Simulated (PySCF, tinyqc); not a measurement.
CID on RHF in the sto-3g basis, frozen core, for LiH, spin multiplicity 1, step by step. The lowest restricted solution is unstable here: a spin-polarised one lies 0.0073 hartree lower (PySCF). Computed by tinyqc, a small Python program that keeps every step (integrals from PySCF). Settings: charge = 0, multiplicity = 1, basis = sto-3g, method = RHF, frozen orbitals = 1, energy threshold = 1e-10, iteration cap = 55, orthogonalisation = canonical, start = Wolfsberg-Helmholz matrix, DIIS depth = 6, ci = CID, davidson = 1. Command: `OMP_NUM_THREADS=1 python tinyqc.py 29699 29700 out.jsonl` (the two numbers bound the seeds that draw the settings). One thread of a shared host (Intel(R) Xeon(R) Processor @ 2.60GHz), about 0.1 s of CPU time with the checks. The early iterations of the SCF are left out here.

## One-electron integrals

Geometry (angstrom):
```
atom       x       y       z
Li    0.0000  0.0000  0.0000
H     0.0000  0.0000  2.2400
```

Basis sto-3g: exponents (1/bohr^2) and contraction coefficients of normalised primitives:
```
element  l (shell)  exponent  coefficient
Li           s (1)   16.1196       0.1543
Li           s (1)    2.9362       0.5353
Li           s (1)    0.7947       0.4446
Li           s (2)    0.6363      -0.1000
Li           s (2)    0.1479       0.3995
Li           s (2)    0.0481       0.7001
Li           p (3)    0.6363       0.1559
Li           p (3)    0.1479       0.6077
Li           p (3)    0.0481       0.3920
H            s (1)    3.4253       0.1543
H            s (1)    0.6239       0.5353
H            s (1)    0.1689       0.4446
```

Overlap, kinetic and nuclear-attraction integrals over the contracted functions; the nuclear repulsion is the sum of Za Zb / Rab.

nuclear repulsion = 0.708719 hartree

overlap S:
```
         1Li 1s  1Li 2s  1Li 2px  1Li 2py  1Li 2pz   2H 1s
1Li 1s   1.0000  0.2411   0.0000   0.0000   0.0000  0.0158
1Li 2s   0.2411  1.0000   0.0000   0.0000   0.0000  0.2468
1Li 2px  0.0000  0.0000   1.0000   0.0000   0.0000  0.0000
1Li 2py  0.0000  0.0000   0.0000   1.0000   0.0000  0.0000
1Li 2pz  0.0000  0.0000   0.0000   0.0000   1.0000  0.3604
2H 1s    0.0158  0.2468   0.0000   0.0000   0.3604  1.0000
```

kinetic energy T (hartree):
```
          1Li 1s   1Li 2s  1Li 2px  1Li 2py  1Li 2pz    2H 1s
1Li 1s    3.5768  -0.0202   0.0000   0.0000   0.0000  -0.0066
1Li 2s   -0.0202   0.1022   0.0000   0.0000   0.0000   0.0105
1Li 2px   0.0000   0.0000   0.3197   0.0000   0.0000   0.0000
1Li 2py   0.0000   0.0000   0.0000   0.3197   0.0000   0.0000
1Li 2pz   0.0000   0.0000   0.0000   0.0000   0.3197   0.0470
2H 1s    -0.0066   0.0105   0.0000   0.0000   0.0470   0.7600
```

nuclear attraction V (hartree):
```
          1Li 1s   1Li 2s  1Li 2px  1Li 2py  1Li 2pz    2H 1s
1Li 1s   -8.2191  -1.0213   0.0000   0.0000  -0.0082  -0.0634
1Li 2s   -1.0213  -1.4349   0.0000   0.0000  -0.0857  -0.3821
1Li 2px   0.0000   0.0000  -1.4038   0.0000   0.0000   0.0000
1Li 2py   0.0000   0.0000   0.0000  -1.4038   0.0000   0.0000
1Li 2pz  -0.0082  -0.0857   0.0000   0.0000  -1.4681  -0.5640
2H 1s    -0.0634  -0.3821   0.0000   0.0000  -0.5640  -1.9353
```

core Hamiltonian H = T + V (hartree):
```
          1Li 1s   1Li 2s  1Li 2px  1Li 2py  1Li 2pz    2H 1s
1Li 1s   -4.6423  -1.0415   0.0000   0.0000  -0.0082  -0.0700
1Li 2s   -1.0415  -1.3328   0.0000   0.0000  -0.0857  -0.3717
1Li 2px   0.0000   0.0000  -1.0842   0.0000   0.0000   0.0000
1Li 2py   0.0000   0.0000   0.0000  -1.0842   0.0000   0.0000
1Li 2pz  -0.0082  -0.0857   0.0000   0.0000  -1.1485  -0.5170
2H 1s    -0.0700  -0.3717   0.0000   0.0000  -0.5170  -1.1752
```

## Two-electron integrals

Functions are numbered as in S; the eight-fold symmetry (ij|kl) = (ji|kl) = (kl|ij) leaves the list below.

Two-electron integrals (ij|kl) in chemists' order, unique and non-zero (hartree):
```
(11|11) 1.6804     (21|11) 0.2654     (21|21) 0.0499     (22|11) 0.3977
(22|21) 0.0929     (22|22) 0.2906     (31|31) 0.0090     (32|31) 0.0138
(32|32) 0.0642     (33|11) 0.3966     (33|21) 0.0929     (33|22) 0.2905
(33|33) 0.3129     (41|41) 0.0090     (42|41) 0.0138     (42|42) 0.0642
(43|43) 0.0169     (44|11) 0.3966     (44|21) 0.0929     (44|22) 0.2905
(44|33) 0.2792     (44|44) 0.3129     (51|51) 0.0090     (52|51) 0.0138
(52|52) 0.0642     (53|53) 0.0169     (54|54) 0.0169     (55|11) 0.3966
(55|21) 0.0929     (55|22) 0.2905     (55|33) 0.2792     (55|44) 0.2792
(55|55) 0.3129     (61|11) 0.0164     (61|21) 0.0031     (61|22) 0.0060
(61|33) 0.0059     (61|44) 0.0059     (61|51) 4.20e-04   (61|52) 0.0008
(61|55) 0.0062     (61|61) 2.19e-04   (62|11) 0.0729     (62|21) 0.0174
(62|22) 0.0624     (62|33) 0.0587     (62|44) 0.0587     (62|51) 0.0026
(62|52) 0.0198     (62|55) 0.0697     (62|61) 0.0013     (62|62) 0.0275
(63|31) 0.0010     (63|32) 0.0054     (63|53) 0.0026     (63|63) 0.0014
(64|41) 0.0010     (64|42) 0.0054     (64|54) 0.0026     (64|64) 0.0014
(65|11) 0.1013     (65|21) 0.0243     (65|22) 0.0894     (65|33) 0.0832
(65|44) 0.0832     (65|51) 0.0041     (65|52) 0.0306     (65|55) 0.1015
(65|61) 0.0019     (65|62) 0.0421     (65|65) 0.0647     (66|11) 0.2362
(66|21) 0.0569     (66|22) 0.2248     (66|33) 0.2063     (66|44) 0.2063
(66|51) 0.0082     (66|52) 0.0803     (66|55) 0.2617     (66|61) 0.0044
(66|62) 0.1317     (66|65) 0.2063     (66|66) 0.7746
```

## Orthogonalisation

S = U s U^T; canonical form X = U s^(-1/2), so that X^T S X = 1. Each column of U has its largest component positive (the first on a tie).

eigenvalues of S: 0.5429  0.8067  1.0000  1.0000  1.1828  1.4676

X:
```
               1        2        3       4        5       6
1Li 1s    0.3128   0.7488   0.0000  0.0000   0.5957  0.2258
1Li 2s   -0.6519  -0.5823   0.0000  0.0000   0.4670  0.4025
1Li 2px   0.0000   0.0000  -0.5608  0.8279   0.0000  0.0000
1Li 2py   0.0000   0.0000   0.8279  0.5608   0.0000  0.0000
1Li 2pz  -0.7112   0.5137   0.0000  0.0000  -0.4655  0.4178
2H 1s     0.9019  -0.2755   0.0000  0.0000  -0.2361  0.5421
```

Within a degenerate level the vectors are fixed only up to a rotation; this is one choice.

## Iteration 9 (converged): orbitals

converged F (hartree):
```
          1Li 1s   1Li 2s  1Li 2px  1Li 2py  1Li 2pz    2H 1s
1Li 1s   -2.3666  -0.6432   0.0000   0.0000   0.0138  -0.0436
1Li 2s   -0.6432  -0.2076   0.0000   0.0000  -0.0585  -0.1887
1Li 2px   0.0000   0.0000   0.1596   0.0000   0.0000   0.0000
1Li 2py   0.0000   0.0000   0.0000   0.1596   0.0000   0.0000
1Li 2pz   0.0138  -0.0585   0.0000   0.0000   0.0632  -0.1864
2H 1s    -0.0436  -0.1887   0.0000   0.0000  -0.1864  -0.0737
```

Diagonalise F' = X^T F X, C = X C', fill 2 alpha and 2 beta electrons from the bottom; D = 2 C_occ C_occ^T. Each column has its largest component positive (the first on a tie).

F' = X^T F X (hartree):
```
         1        2       3       4        5        6
1   0.2904  -0.2999  0.0000  0.0000  -0.2733  -0.1380
2  -0.2999  -0.7696  0.0000  0.0000  -1.0396  -0.3931
3   0.0000   0.0000  0.1596  0.0000   0.0000   0.0000
4   0.0000   0.0000  0.0000  0.1596   0.0000   0.0000
5  -0.2733  -1.0396  0.0000  0.0000  -1.2027  -0.5569
6  -0.1380  -0.3931  0.0000  0.0000  -0.5569  -0.4763
```

orbital energies (hartree): MO1 -2.3691, MO2 -0.2297, MO3 0.0695, MO4 0.1596, MO5 0.1596, MO6 0.3712

coefficients C:
```
             MO1      MO2      MO3     MO4      MO5      MO6
1Li 1s    0.9915  -0.1486  -0.2159  0.0000   0.0000   0.1123
1Li 2s    0.0332   0.5069   0.7996  0.0000   0.0000  -0.4968
1Li 2px   0.0000   0.0000   0.0000  0.9865  -0.1639   0.0000
1Li 2py   0.0000   0.0000   0.0000  0.1639   0.9865   0.0000
1Li 2pz  -0.0044   0.3219  -0.5851  0.0000   0.0000  -0.8455
2H 1s    -0.0018   0.6042  -0.2179  0.0000   0.0000   0.9090
```

D after iteration 9:
```
          1Li 1s   1Li 2s  1Li 2px  1Li 2py  1Li 2pz    2H 1s
1Li 1s    2.0104  -0.0849   0.0000   0.0000  -0.1043  -0.1831
1Li 2s   -0.0849   0.5160   0.0000   0.0000   0.3261   0.6124
1Li 2px   0.0000   0.0000   0.0000   0.0000   0.0000   0.0000
1Li 2py   0.0000   0.0000   0.0000   0.0000   0.0000   0.0000
1Li 2pz  -0.1043   0.3261   0.0000   0.0000   0.2073   0.3891
2H 1s    -0.1831   0.6124   0.0000   0.0000   0.3891   0.7302
```

Within a degenerate level the vectors are fixed only up to a rotation; this is one choice.

## Convergence

Stop when the energy changes by less than 1e-10 hartree and every element of the error matrix X^T (F D S - S D F) X is below 3e-06.

Course of the cycle:
```
iteration  E (hartree)     change  largest element of the error matrix
1            -7.786653          -                             3.82e-02
2            -7.797059  -1.04e-02                             2.64e-02
3            -7.802392  -5.33e-03                             1.08e-02
4            -7.803129  -7.37e-04                             2.00e-03
5            -7.803157  -2.80e-05                             9.43e-05
6            -7.803157  -1.25e-08                             3.41e-05
7            -7.803157  -1.26e-09                             2.29e-05
8            -7.803157  -1.54e-09                             9.62e-09
9            -7.803157  -3.55e-15                             3.89e-11
```

PySCF RHF in the same basis = -7.803157 hartree

Converged in 9 iterations.

## Integrals over molecular orbitals

(pq|rs) = sum C_ip C_jq C_kr C_ls (ij|kl), one index at a time.

one-electron integrals over orbitals h = C^T H C (hartree):
```
         1        2        3        4        5        6
1  -4.6335   0.0955   0.1609   0.0000   0.0000  -0.0522
2   0.0955  -1.2796   0.0103   0.0000   0.0000   0.0510
3   0.1609   0.0103  -1.0887   0.0000   0.0000   0.0182
4   0.0000   0.0000   0.0000  -1.0842   0.0000   0.0000
5   0.0000   0.0000   0.0000   0.0000  -1.0842   0.0000
6  -0.0522   0.0510   0.0182   0.0000   0.0000  -1.0178
```

Two-electron integrals over orbitals (pq|rs), unique and non-zero (hartree); the lowest 1 orbital is frozen and left out:
```
(22|22) 0.4448    (32|22) -0.0621   (32|32) 0.0239    (33|22) 0.2124
(33|32) 0.0157    (33|33) 0.3259    (42|42) 0.0210    (43|42) 0.0206
(43|43) 0.0414    (44|22) 0.2409    (44|32) 0.0155    (44|33) 0.2789
(44|44) 0.3129    (52|52) 0.0210    (53|52) 0.0206    (53|53) 0.0414
(54|54) 0.0169    (55|22) 0.2409    (55|32) 0.0155    (55|33) 0.2789
(55|44) 0.2792    (55|55) 0.3129    (62|22) 0.1061    (62|32) -0.0471
(62|33) -0.0181   (62|44) -0.0395   (62|55) -0.0395   (62|62) 0.1315
(63|22) -0.0600   (63|32) 0.0198    (63|33) 0.0369    (63|44) 0.0094
(63|55) 0.0094    (63|62) -0.0412   (63|63) 0.0331    (64|42) -0.0181
(64|43) -0.0115   (64|64) 0.0189    (65|52) -0.0181   (65|53) -0.0115
(65|65) 0.0189    (66|22) 0.4157    (66|32) -0.0501   (66|33) 0.2389
(66|44) 0.2566    (66|55) 0.2566    (66|62) 0.0918    (66|63) -0.0469
(66|66) 0.4101
```

## CID: determinants and Hamiltonian

one-electron integrals dressed by the frozen orbital, h + 2 (pq|11) - (p1|1q) (hartree):
```
         2        3        4        5        6
2  -0.6746   0.0621   0.0000   0.0000  -0.1061
3   0.0621  -0.3314   0.0000   0.0000   0.0729
4   0.0000   0.0000  -0.3013   0.0000   0.0000
5   0.0000   0.0000   0.0000  -0.3013   0.0000
6  -0.1061   0.0729   0.0000   0.0000  -0.3288
```

energy of the frozen orbital, 2 h_11 + (11|11) = -7.607594 hartree

Hartree-Fock energy = -7.803157 hartree

Slater-Condon rules over spin orbitals, with the nuclear repulsion and the energy of the frozen orbital added and E(HF) subtracted on the diagonal. Only determinants linked to the reference directly or through others are kept (one block of an abelian symmetry group), so some states are absent.

Occupation strings over the orbitals (2 doubly, a alpha, b beta, 0 empty; spin orbitals ordered 1a 1b 2a 2b ...): 220000 202000 20a00b 200200 200020 20b00a 200002

H - E(HF) between determinants (hartree):
```
         220000   202000   20a00b   200200   200020   20b00a   200002
220000   0.0000   0.0239  -0.0471   0.0210   0.0210   0.0471   0.1315
202000   0.0239   0.5675   0.1099   0.0414   0.0414  -0.1099   0.0331
20a00b  -0.0471   0.1099   0.4830  -0.0115  -0.0115  -0.0331   0.0260
200200   0.0210   0.0414  -0.0115   0.6147   0.0169   0.0115   0.0189
200020   0.0210   0.0414  -0.0115   0.0169   0.6147   0.0115   0.0189
20b00a   0.0471  -0.1099  -0.0331   0.0115   0.0115   0.4830  -0.0260
200002   0.1315   0.0331   0.0260   0.0189   0.0189  -0.0260   0.6568
```

## CID: roots

Diagonalise (each vector has its largest component positive (the first on a tie)); all determinants have Ms = 0, so triplets appear too. The lowest singlet root is the correlation energy.

lowest roots of this matrix, relative to E(HF) (hartree): -0.0378  0.3807  0.4499  0.5978  0.6265  0.6501  0.7523

lowest vectors:
```
         root 1   root 2  root 3   root 4
220000   0.9691   0.1380  0.0000   0.0000
202000  -0.0631   0.6501  0.0000   0.0000
20a00b   0.1030  -0.5023  0.7071   0.0000
200200  -0.0177  -0.1629  0.0000   0.7071
200020  -0.0177  -0.1629  0.0000  -0.7071
20b00a  -0.1030   0.5023  0.7071   0.0000
200002  -0.1872  -0.0268  0.0000   0.0000
```

<S^2> of these roots: 0.0000  0.0000  2.0000  0.0000  0.0000  0.0000  0.0000

weight of the ground state by excitation level 0, 1, 2, ...: 0.9391  0.0000  0.0609

## The lowest root by the Davidson method

Start from the reference; add the residual divided by (theta - H_ii), orthogonalised, at each step.

Davidson iterations:
```
iteration  subspace  lowest Ritz value (hartree)  residual norm
1                 1                            0       1.52e-01
2                 2                    -0.037186       1.68e-02
3                 3                    -0.037744       2.28e-03
4                 4                    -0.037752       2.70e-04
5                 5                    -0.037753       5.59e-17
```
